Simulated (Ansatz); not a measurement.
Species: COS (charge -1, doublet). 
Geometry from a B3LYP-D3(BJ)/def2-TZVP (Ansatz, an electronic-structure program) optimisation:
```
C
O 1 1.2091
S 1 1.7079 2 136.00
```
Charge -1, spin multiplicity 2.

Parts of the frozen-core correlation energy in aug-cc-pV(D+d)Z (Ansatz, hartree). Frozen orbitals: 7; correlated occupied orbitals by spin: 9 and 8; virtual: 62 and 63. Open shells are spin-unrestricted. No spin-orbit coupling. Non-relativistic.

```
term                            value
-------------------------  ----------
reference (HF)             -510.29291
MP2 opposite-spin            -0.32906
MP2 same-spin                     [?]
CCSD correlation                  [?]
(T)                               [?]
T1 diagnostic                   0.028
largest doubles amplitude       0.037
<S^2> of the reference          0.772
```

Q: Some entries are withheld; supply them.

A: 
- MP2 same-spin, value: -0.12810
- CCSD correlation, value: -0.47265
- (T), value: -0.02234
